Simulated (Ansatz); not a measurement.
# Relaxing RuPb₂

The calculation used Ansatz 0.2.0, DFT PBE, scalar-relativistic, plane waves, PAW. Cutoff 420 eV, Γ-centred k mesh, Gaussian smearing, no spin polarisation in the final step.

The start puts RuPb₂ on the MoSi2 (C11b) structure type (I4/mmm, No. 139), with Ru in place of Mo, Pb in place of Si, at a guessed volume.

```
CELL_PARAMETERS angstrom
-1.94334 1.94334 4.76726
1.94334 -1.94334 4.76726
1.94334 1.94334 -4.76726
ATOMIC_POSITIONS crystal
Ru 0.00000 0.00000 0.00000
Pb 0.66500 0.66500 0.00000
Pb 0.33500 0.33500 0.00000
```

Cell and atoms relax at zero pressure; the relaxation can't lower the symmetry of the start. After a coarse first stage the cell is made exact in the group found at 0.06 Å.

The zero of energy is the elements' standard structures at the same level; no fitted shifts are applied.

(1) Describe the relaxed structure.

(2) What are its volume, energy, density and gap?

## Answers

(1) It keeps I4/mmm (No. 139), but not the shape of the type it started on. Conventional cell: a = 3.318 Å, c = 13.194 Å. Around Ru lie 8 Pb at 2.91 Å and 4 Ru at 3.32 Å; around Pb lie 4 Ru at 2.91 Å and 4 Pb at 3.32 Å (next Pb at 3.46 Å).

```
Ru Pb
1.0
    -1.65892    1.65892    6.59708
     1.65892   -1.65892    6.59708
     1.65892    1.65892   -6.59708
Ru Pb
1 2
Cartesian
  0.0000 0.0000 0.0000
  0.0000 0.0000 8.3268
  0.0000 0.0000 4.8674
```

(2) The volume per atom is 24.21 Å³ and the density is 11.79 g/cm³. The energy over the elements is 0.33 eV/atom. The gap on the 20×20×20 mesh is 0 eV (a metal).

The final run used a 20×20×20 mesh on its 3-atom cell and 0.10 eV smearing. For metals, differences of a few meV/atom aren't resolved. Spin–orbit coupling is left out. A structure relaxed within its symmetry needn't be a true minimum. The steps took about 8 core-minutes in all.